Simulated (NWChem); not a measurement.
# One shape, several levels: CH5AlCl− (SMILES [AlH3-][CH2]Cl)

Wanted: a comparison of 3 runs (HF/STO-3G, HF/3-21G, B3LYP/6-31G*) of CH5AlCl−. 

Program for the calculation: NWChem 7.3.0.

### Step 1. The molecule

CH5AlCl− has 8 atoms, charge -1, and is taken as a singlet. SMILES: `[AlH3-][CH2]Cl`. Geometry: a GFN2-xTB relaxation, a rough one for these elements and not checked as a minimum.

Bond lengths: Al1–C2 2.072 Å, C2–Cl3 1.792 Å, Al1–H4 1.606 Å, Al1–H5 1.609 Å, Al1–H6 1.606 Å, C2–H7 1.098 Å, C2–H8 1.098 Å. Some angles: Al1–C2–Cl3 89.3°, Al1–C2–H7 123.2°, Al1–C2–H8 123.3°, Cl3–C2–H7 104.6°, Cl3–C2–H8 104.6°, C2–Al1–H4 107.4°, C2–Al1–H5 104.0°, C2–Al1–H6 107.6°, H7–C2–H8 106.1°, H4–Al1–H5 112.6°.

### Step 2. Energy and gradient at HF/STO-3G (run 1)

Input file ch5alcl.nw:

```
start ch5alcl
title "CH5AlCl gradient"
memory total 2200 mb
charge -1
geometry units angstroms noautosym nocenter noautoz
   Al    0.529040   -0.743220   -0.468830
   C    -0.552420    0.890100    0.205470
   Cl   -0.533410    0.194120    1.856290
   H    -0.360650   -2.052420   -0.197210
   H     0.735250   -0.451850   -2.037860
   H     1.917270   -0.772390    0.337780
   H    -0.118540    1.892390    0.322350
   H    -1.616540    1.043260   -0.017970
end
basis spherical bse
   Al library STO-3G
   C library STO-3G
   Cl library STO-3G
   H library STO-3G
end
scf
   thresh 1e-08
   maxiter 80
end
task scf gradient
```

Run with:

```console
$ nwchem ch5alcl.nw > ch5alcl.out
```

Standard output:

```text
[...]
  functions       =    28
[...]
  wavefunction    = RHF
[...]
         Total SCF energy =   -733.772255886033
      One-electron energy =  -1302.339222535096
      Two-electron energy =    431.251736891821
 Nuclear repulsion energy =    137.315229757242
        Time for solution =      1.2s
[...]
                         RHF ENERGY GRADIENTS
    atom               coordinates                        gradient
                 x          y          z           x          y          z
   1 Al      0.999741  -1.404482  -0.885960   -0.005674   0.000676   0.024306
   2 C      -1.043922   1.682045   0.388282   -0.015363   0.009421   0.041895
   3 Cl     -1.007999   0.366834   3.507879    0.013513   0.004306  -0.069751
   4 H      -0.681530  -3.878511  -0.372673   -0.023431  -0.035318   0.010439
   5 H       1.389421  -0.853873  -3.850997    0.002067   0.012338  -0.038033
   6 H       3.623115  -1.459605   0.638312    0.036101  -0.001957   0.024423
   7 H      -0.224008   3.576099   0.609153   -0.000227   0.007234   0.004066
   8 H      -3.054818   1.971476  -0.033958   -0.006986   0.003300   0.002655
[...]
```

Run time: 2.8 s. Hardware: 1 thread of Intel Xeon Platinum 8488C (Sapphire Rapids), shared host; peak memory 0.096 GiB.

### Step 3. Energy and gradient at HF/3-21G (run 2)

Input file mol.nw:

```
start mol
title "CH5AlCl"
memory total 2200 mb
charge -1

geometry units angstrom noautosym nocenter noautoz
Al     0.529040    -0.743220    -0.468830
C     -0.552420     0.890100     0.205470
Cl    -0.533410     0.194120     1.856290
H     -0.360650    -2.052420    -0.197210
H      0.735250    -0.451850    -2.037860
H      1.917270    -0.772390     0.337780
H     -0.118540     1.892390     0.322350
H     -1.616540     1.043260    -0.017970
end

basis spherical bse
* library 3-21G
end

scf
thresh 1e-08
maxiter 80
noprint "final vectors analysis"
end

task scf gradient
```

Run with:

```console
$ nwchem mol.nw > mol.out
```

Standard output:

```text
[...]
  functions       =    45
[...]
  wavefunction    = RHF
[...]
         Total SCF energy =   -738.421264649839
      One-electron energy =  -1303.970870335930
      Two-electron energy =    428.234375928848
 Nuclear repulsion energy =    137.315229757242
        Time for solution =      1.4s
[...]
                         RHF ENERGY GRADIENTS
    atom               coordinates                        gradient
                 x          y          z           x          y          z
   1 Al      0.999741  -1.404482  -0.885960    0.004585  -0.014626   0.016798
   2 C      -1.043922   1.682045   0.388282    0.006554  -0.030551   0.045730
   3 Cl     -1.007999   0.366834   3.507879    0.012343   0.014070  -0.088818
   4 H      -0.681530  -3.878511  -0.372673    0.004748   0.008767   0.001201
   5 H       1.389421  -0.853873  -3.850997   -0.005736   0.003742   0.015551
   6 H       3.623115  -1.459605   0.638312   -0.009790   0.000520  -0.002161
   7 H      -0.224008   3.576099   0.609153   -0.001332   0.011916   0.006933
   8 H      -3.054818   1.971476  -0.033958   -0.011372   0.006163   0.004767
[...]
```

Run time: 3.6 s. Hardware: 1 thread of Intel Xeon Platinum 8488C (Sapphire Rapids), shared host; peak memory 0.096 GiB.

### Step 4. Energy and gradient at B3LYP/6-31G(d) (Cartesian functions) (run 3)

Input file sp.nw:

```
echo
start sp
title "CH5AlCl"
memory total 2200 mb
charge -1

geometry noautosym nocenter noautoz
Al       0.529040      -0.743220      -0.468830
C       -0.552420       0.890100       0.205470
Cl      -0.533410       0.194120       1.856290
H       -0.360650      -2.052420      -0.197210
H        0.735250      -0.451850      -2.037860
H        1.917270      -0.772390       0.337780
H       -0.118540       1.892390       0.322350
H       -1.616540       1.043260      -0.017970
end

basis cartesian
* library 6-31G*
end

dft
xc b3lyp
grid xfine
convergence energy 1e-08
maxiter 100
mulliken
end

task dft gradient
```

Run with:

```console
$ nwchem sp.nw > sp.out
```

Standard output:

```text
[...]
          Wavefunction type:  closed shell.
          No. of atoms     :     8
          No. of electrons :    42
[...]
          Charge           :    -1
          Spin multiplicity:     1
[...]
          AO basis - number of functions:    63
[...]
              XC Information
              --------------
                         B3LYP Method XC Potential
                     Hartree-Fock (Exact) Exchange  0.200
                        Slater Exchange Functional  0.800 local
                    Becke 1988 Exchange Functional  0.720 non-local
              Lee-Yang-Parr Correlation Functional  0.810
                  VWN I RPA Correlation Functional  0.190 local
[...]
 d= 0,ls=0.0,diis     1   -743.6252976418 -8.81D+02  3.04D-02  9.85D-01     3.1
[...]
 d= 0,ls=0.0,diis     8   -743.7606857500 -3.17D-09  1.80D-06  1.15D-08    20.9
         Total DFT energy =     -743.760685750034
      One electron energy =    -1308.679721407613
           Coulomb energy =      482.056866082054
    Exchange-Corr. energy =      -54.453060181717
 Nuclear repulsion energy =      137.315229757242
[...]
      Total Density - Mulliken Population Analysis
     ---------------------------------------------
    Atom       Charge   Shell Charges
 -----------   ------   -------------------------------------------------------
    1 Al  13    12.92   2.00  1.99  5.96  0.80  1.25  0.29  0.51  0.12
    2 C    6     6.56   1.99  0.69  1.98  0.78  1.09  0.03
    3 Cl  17    17.18   2.00  1.99  5.97  1.45  3.61  0.54  1.63 -0.01
    4 H    1     1.19   0.50  0.69
    5 H    1     1.21   0.50  0.71
    6 H    1     1.19   0.50  0.69
    7 H    1     0.88   0.53  0.35
    8 H    1     0.88   0.53  0.35
[...]
  wavefunction    = closed shell
[...]
```

It took 30 s on 1 thread of Intel Xeon Platinum 8488C (Sapphire Rapids), shared host; peak memory 0.13 GiB.

### Step 5. All runs side by side

```csv
run,level,Cartesian functions,iteration cap,energy (Eh),HOMO energy (eV),LUMO energy (eV),HOMO–LUMO gap (eV),wall time
1,HF/STO-3G,no,80,-733.772256,-1.61,17.23,18.84,2.8 s
2,HF/3-21G,no,80,-738.421265,–,–,–,3.6 s
3,B3LYP/6-31G* (Cartesian functions),yes,100,-743.760686,-1.34,5.30,6.64,30 s
```

### Step 6. What came out

| quantity | value |
| --- | --- |
| run 3: total energy | -743.76069 Eh |
| run 3: HOMO energy | -1.34 eV |
| run 3: LUMO energy | 5.30 eV |
| run 3: HOMO–LUMO gap (to an unbound level, set by the basis) | 6.64 eV |
| run 3: largest force on an atom | 2.461 eV/Å |

In words: In run 1 the basis is minimal, so the values are rough. All runs together took 36 s, the longest 30 s.
